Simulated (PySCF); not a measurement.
**Phosphorus: a sound run and one with changed settings**

Sound run: P [Ne] 3s2 3p3, P⁺ [Ne] 3s2 3p2. All numbers are calculated (PySCF 2.14, no relativity, point nucleus, in pcseg-2 (5s4p2d1f, 34 functions)). In the sound run the correlated levels freeze [Ne]. The sound run starts from symmetry-adapted Hartree-Fock orbitals and uses a fine grid where one is needed.

Changed run: basis STO-3G. This setting is unsound on purpose.

```json
{"species": "P", "method": "UHF", "sound run (hartree)": "-340.70921", "changed run (hartree)": "-336.86877", "converged": "yes"}
{"species": "P", "method": "MN15", "sound run (hartree)": "-341.17336", "changed run (hartree)": "-336.41712", "converged": "yes"}
{"species": "P", "method": "LDA", "sound run (hartree)": "-339.99998", "changed run (hartree)": "-336.04658", "converged": "yes"}
{"species": "P", "method": "MP2", "sound run (hartree)": "-340.78445", "changed run (hartree)": "-336.86877", "converged": "yes"}
{"species": "P⁺", "method": "UHF", "sound run (hartree)": "-340.34439", "changed run (hartree)": "-336.62453", "converged": "yes"}
{"species": "P⁺", "method": "MN15", "sound run (hartree)": "-340.78823", "changed run (hartree)": "-336.14948", "converged": "yes"}
{"species": "P⁺", "method": "LDA", "sound run (hartree)": "-339.61092", "changed run (hartree)": "-335.77920", "converged": "yes"}
{"species": "P⁺", "method": "MP2", "sound run (hartree)": "-340.40357", "changed run (hartree)": "-336.63238", "converged": "yes"}
{"species": "P⁺", "method": "CCSD(T)", "sound run (hartree)": "-340.42493", "changed run (hartree)": "-336.63868", "converged": "yes"}
```

Ionisation energy of P:

| method | sound run (eV) | changed run (eV) |
| --- | --- | --- |
| UHF | 9.927 | 6.646 |
| MN15 | 10.480 | 7.283 |
| LDA | 10.587 | 7.276 |
| MP2 | 10.364 | 6.433 |
| SCS-MP2 | 10.219 | 6.390 |

A minimal basis cannot let orbitals breathe on ionisation and holds almost no correlation.

For comparison, NIST gives 10.487 eV between the lowest levels.
